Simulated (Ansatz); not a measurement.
**Al2H2+ (quartet): the correlation ladder, cc-pVTZ**

One table from this session's results is given with a row withheld; the runs are named, their logs left out.

Method: cc-pVTZ, core rule «outside noble gas», up to 10 orbitals frozen; program: Ansatz 0.2.0, Gaussian basis.

To be run: UHF; CCSD(T) on ROHF; CCSD(T) on UHF; BCCD(T) on ROHF; CCSDT(Q) on ROHF; CCSDT(Q) on UHF.

16 further runs of the same task are left out: 10 for a known fault of the program, 6 set aside as unsound or not needed.

## The system

The geometry is a PBE0/def2-TZVP stationary point (not a proven minimum) of the parent state, kept for this charge and spin.

4 atoms, charge 1, spin multiplicity 4.

Atoms are counted from 1 here; the program's logs count them from 0.

Bond lengths: Al1–Al2 2.545 Å, Al1–H3 1.589 Å, Al1–H4 1.589 Å. Angles: Al2–Al1–H3 116.8°, Al2–Al1–H4 116.8°, H3–Al1–H4 126.5°.

Set-up of the first run:

The input, in.yaml:

```yaml
crystal:
  periodic: [false, false, false]
  atoms:
    - {symbol: Al, position_ang: [0.000000, 0.000000, -1.200958]}
    - {symbol: Al, position_ang: [0.000000, 0.000000, 1.344142]}
    - {symbol: H, position_ang: [0.000000, 1.418400, -1.916458]}
    - {symbol: H, position_ang: [0.000000, -1.418400, -1.916458]}
basis:
  gaussian: {orbitals: cc-pVTZ}
total_charge: 1
magnetization: {spin_polarized: true, initial_magnetization: 3}
hamiltonian: {xc: hf}
output: {orbitals: {seedname: orbitals}}
```

The run is started by

```console
$ ansatz run in.yaml --threads 1 --pin off --events-out ev --progress --plain --max-ram 4096MiB --backend cpu
```

Steps of the session up to this table: UHF; CCSD(T) on ROHF; CCSD(T) on UHF; BCCD(T) on ROHF; CCSDT(Q) on ROHF; CCSDT(Q) on UHF.

One of the session's tables, all rows but one given; the rest of the session is left out.

It belongs to the step «Misses and costs». 

| method | from UCCSDT(Q) (meV) |
| --- | --- |
| ROHF | +3033.5 |
| UHF | +2997.8 |
| RMP2 | +830.1 |
| UMP2 | ? |
| RCCSD | +124.1 |
| UCCSD | +120.5 |
| RCCSD(T) | +42.8 |
| UCCSD(T) | +40.3 |
| BCCD(T) | +40.8 |
| RCCSDT | +6.7 |
| UCCSDT | +4.0 |
| RCCSDT(Q) | +3.0 |
| UCCSDT(Q) | 0 |

Q: Estimate the row for UMP2 from the others.

The run gave: from UCCSDT(Q) (meV): +817.6. In the column «from UCCSDT(Q) (meV)» it lies between RCCSD (+124.1) and RMP2 (+830.1).

Limits of these values: Restricted and unrestricted rows rest on different reference determinants; where their highest levels disagree by more than a few hundredths of an eV, they describe different states and don't form one ladder.
